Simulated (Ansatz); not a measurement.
SiNH6Cl (SMILES Cl.[SiH3]N), singlet: a trajectory.

Input (in.yaml):

```yaml
crystal:
  periodic: [false, false, false]
  atoms:
    - {symbol: Cl, position_ang: [0.114139, -0.183198, -2.977213]}
    - {symbol: H, position_ang: [0.133186, 0.238598, -1.711378]}
    - {symbol: Si, position_ang: [-0.167164, -0.594844, 0.981802]}
    - {symbol: N, position_ang: [0.157380, 0.782820, -0.050579]}
    - {symbol: H, position_ang: [-0.169315, -0.260986, 2.432475]}
    - {symbol: H, position_ang: [-1.502308, -1.112114, 0.602648]}
    - {symbol: H, position_ang: [0.895544, -1.592013, 0.716797]}
    - {symbol: H, position_ang: [-0.535584, 1.520416, -0.037297]}
    - {symbol: H, position_ang: [1.074221, 1.201322, 0.042644]}
basis:
  gaussian: {orbitals: def2-SVP}
hamiltonian: {xc: pbe0, dispersion: d4}
md: {n_steps: 40, timestep: 0.75, temperature: 100, ensemble: nvt_langevin, seed: 496, friction: 0.002, initial_velocities: maxwell_boltzmann}
```

Run by:

```bash
ansatz run in.yaml --threads 4 --pin off --events-out ev --progress --plain --max-ram 9574MiB
```

Output of Ansatz 0.2.0:

```
Functional definition: PBE0
  name "PBE0"
  cite "Adamo & Barone, J. Chem. Phys. 110, 6158 (1999) doi:10.1063/1.478522"
  cite "Perdew, Burke & Ernzerhof, Phys. Rev. Lett. 77, 3865 (1996) doi:10.1103/PhysRevLett.77.3865"
  parent pbe
  parameter a = 0.25
  parameter kappa = 0.804
  parameter beta = 0.06672455060314922
  exchange = (1 - a)*pbe_x(kappa = kappa, mu = beta*pi^2/3) + a*exact_x
  correlation = pbe_c(beta = beta)
831 factors; integrals over basis functions are off by at most 4.0e-4 eV
mean field evaluation 1: about -21968.0998 eV, gradient 4.4e1 eV
mean field evaluation 2: about -21964.3715 eV, gradient 5.9e1 eV
mean field evaluation 4: about -21971.8546 eV, gradient 1.2e0 eV
mean field evaluation 8: about -21971.8660 eV, gradient 6.6e-3 eV
mean field -21971.86598340 eV, -807.4511818242 hartree, gradient 2.1e-5 eV, S^2 0.000000; 0 other end points of the search recorded, 0 dependent functions left out
the calculation of the forces begins
reference -21971.86600799 eV, -807.4511827279 hartree; 22, 22 occupied and 58, 58 virtual orbitals, 831 factors
md step     0: t =     0.00 fs  T =    88.9 K  F+E_penalty+E_count = -21971.98914129 eV  E_kin = 0.103408 eV  (23 SCF iters)
md step     1: t =     0.75 fs  T =    81.7 K  F+E_penalty+E_count = -21971.97871120 eV  E_kin = 0.095043 eV  (25 SCF iters)
md step     2: t =     1.50 fs  T =    68.1 K  F+E_penalty+E_count = -21971.96138945 eV  E_kin = 0.079255 eV  (21 SCF iters)
md step     3: t =     2.25 fs  T =    57.2 K  F+E_penalty+E_count = -21971.94770256 eV  E_kin = 0.066519 eV  (22 SCF iters)
md step     4: t =     3.00 fs  T =    54.1 K  F+E_penalty+E_count = -21971.94395566 eV  E_kin = 0.062953 eV  (21 SCF iters)
md step     5: t =     3.75 fs  T =    54.1 K  F+E_penalty+E_count = -21971.94645108 eV  E_kin = 0.062966 eV  (22 SCF iters)
md step     6: t =     4.50 fs  T =    51.2 K  F+E_penalty+E_count = -21971.94875135 eV  E_kin = 0.059601 eV  (22 SCF iters)
md step     7: t =     5.25 fs  T =    48.6 K  F+E_penalty+E_count = -21971.94828771 eV  E_kin = 0.056544 eV  (22 SCF iters)
md step     8: t =     6.00 fs  T =    48.1 K  F+E_penalty+E_count = -21971.94607646 eV  E_kin = 0.055958 eV  (23 SCF iters)
md step     9: t =     6.75 fs  T =    46.8 K  F+E_penalty+E_count = -21971.94485470 eV  E_kin = 0.054452 eV  (21 SCF iters)
md step    10: t =     7.50 fs  T =    48.5 K  F+E_penalty+E_count = -21971.94478455 eV  E_kin = 0.056472 eV  (23 SCF iters)
md step    11: t =     8.25 fs  T =    45.8 K  F+E_penalty+E_count = -21971.94210178 eV  E_kin = 0.053312 eV  (22 SCF iters)
md step    12: t =     9.00 fs  T =    38.8 K  F+E_penalty+E_count = -21971.93315407 eV  E_kin = 0.045178 eV  (23 SCF iters)
md step    13: t =     9.75 fs  T =    26.6 K  F+E_penalty+E_count = -21971.92000260 eV  E_kin = 0.030911 eV  (22 SCF iters)
md step    14: t =    10.50 fs  T =    18.1 K  F+E_penalty+E_count = -21971.91128190 eV  E_kin = 0.021021 eV  (22 SCF iters)
md step    15: t =    11.25 fs  T =    20.4 K  F+E_penalty+E_count = -21971.91356663 eV  E_kin = 0.023725 eV  (21 SCF iters)
md step    16: t =    12.00 fs  T =    30.5 K  F+E_penalty+E_count = -21971.92576808 eV  E_kin = 0.035510 eV  (22 SCF iters)
md step    17: t =    12.75 fs  T =    45.2 K  F+E_penalty+E_count = -21971.94063536 eV  E_kin = 0.052580 eV  (22 SCF iters)
md step    18: t =    13.50 fs  T =    55.0 K  F+E_penalty+E_count = -21971.95123940 eV  E_kin = 0.064040 eV  (22 SCF iters)
md step    19: t =    14.25 fs  T =    55.2 K  F+E_penalty+E_count = -21971.95503369 eV  E_kin = 0.064247 eV  (22 SCF iters)
md step    20: t =    15.00 fs  T =    55.5 K  F+E_penalty+E_count = -21971.95413522 eV  E_kin = 0.064525 eV  (24 SCF iters)
md step    21: t =    15.75 fs  T =    55.2 K  F+E_penalty+E_count = -21971.95226478 eV  E_kin = 0.064200 eV  (22 SCF iters)
md step    22: t =    16.50 fs  T =    53.7 K  F+E_penalty+E_count = -21971.95076732 eV  E_kin = 0.062481 eV  (22 SCF iters)
md step    23: t =    17.25 fs  T =    53.2 K  F+E_penalty+E_count = -21971.94935403 eV  E_kin = 0.061914 eV  (22 SCF iters)
md step    24: t =    18.00 fs  T =    51.2 K  F+E_penalty+E_count = -21971.94684029 eV  E_kin = 0.059600 eV  (25 SCF iters)
md step    25: t =    18.75 fs  T =    49.5 K  F+E_penalty+E_count = -21971.94541094 eV  E_kin = 0.057531 eV  (22 SCF iters)
md step    26: t =    19.50 fs  T =    51.9 K  F+E_penalty+E_count = -21971.94930084 eV  E_kin = 0.060394 eV  (21 SCF iters)
md step    27: t =    20.25 fs  T =    59.1 K  F+E_penalty+E_count = -21971.95972466 eV  E_kin = 0.068801 eV  (22 SCF iters)
md step    28: t =    21.00 fs  T =    66.9 K  F+E_penalty+E_count = -21971.97103559 eV  E_kin = 0.077832 eV  (25 SCF iters)
md step    29: t =    21.75 fs  T =    69.1 K  F+E_penalty+E_count = -21971.97445558 eV  E_kin = 0.080420 eV  (25 SCF iters)
md step    30: t =    22.50 fs  T =    60.5 K  F+E_penalty+E_count = -21971.96643783 eV  E_kin = 0.070400 eV  (25 SCF iters)
md step    31: t =    23.25 fs  T =    48.4 K  F+E_penalty+E_count = -21971.95129010 eV  E_kin = 0.056284 eV  (23 SCF iters)
md step    32: t =    24.00 fs  T =    33.7 K  F+E_penalty+E_count = -21971.93800483 eV  E_kin = 0.039176 eV  (21 SCF iters)
md step    33: t =    24.75 fs  T =    29.1 K  F+E_penalty+E_count = -21971.93301139 eV  E_kin = 0.033885 eV  (22 SCF iters)
md step    34: t =    25.50 fs  T =    32.0 K  F+E_penalty+E_count = -21971.93618037 eV  E_kin = 0.037219 eV  (22 SCF iters)
md step    35: t =    26.25 fs  T =    37.5 K  F+E_penalty+E_count = -21971.94223790 eV  E_kin = 0.043568 eV  (23 SCF iters)
md step    36: t =    27.00 fs  T =    40.9 K  F+E_penalty+E_count = -21971.94568500 eV  E_kin = 0.047569 eV  (22 SCF iters)
md step    37: t =    27.75 fs  T =    43.2 K  F+E_penalty+E_count = -21971.94595621 eV  E_kin = 0.050256 eV  (21 SCF iters)
md step    38: t =    28.50 fs  T =    46.0 K  F+E_penalty+E_count = -21971.94793017 eV  E_kin = 0.053540 eV  (22 SCF iters)
md step    39: t =    29.25 fs  T =    53.8 K  F+E_penalty+E_count = -21971.95530591 eV  E_kin = 0.062554 eV  (22 SCF iters)
md step    40: t =    30.00 fs  T =    58.3 K  F+E_penalty+E_count = -21971.96310551 eV  E_kin = 0.067769 eV  (23 SCF iters)
Total energy: -21971.96313013 eV, -807.4547519008 hartree
Atom 0 at     0.105637    -0.230821    -2.972350 Å, force    -0.015442    -0.060454    -0.247677 eV/Å
Atom 1 at     0.084307     0.318498    -1.771180 Å, force     0.021736    -0.050070     0.280837 eV/Å
Atom 2 at    -0.163496    -0.549374     0.996932 Å, force    -0.018902    -0.082367    -0.105479 eV/Å
Atom 3 at     0.150278     0.823307    -0.061303 Å, force     0.631980    -0.320005    -0.128703 eV/Å
Atom 4 at    -0.204096    -0.185840     2.441214 Å, force    -0.031991     0.036798     0.113424 eV/Å
Atom 5 at    -1.445011    -1.192762     0.608844 Å, force    -0.160075     0.153373    -0.020432 eV/Å
Atom 6 at     0.905850    -1.540172     0.775939 Å, force     0.315115    -0.094208    -0.017099 eV/Å
Atom 7 at    -0.530926     1.561261    -0.047124 Å, force    -0.348125     0.534670     0.043654 eV/Å
Atom 8 at     1.095864     1.221963    -0.043722 Å, force    -0.394296    -0.117737     0.081475 eV/Å
Dipole moment:     0.037305     0.417665     0.710151 e Å

[the SCF lines of later steps are left out]
```

Hardware: 4 CPU threads of an Arm Neoverse V1, shared host. Wall time about 29 s.
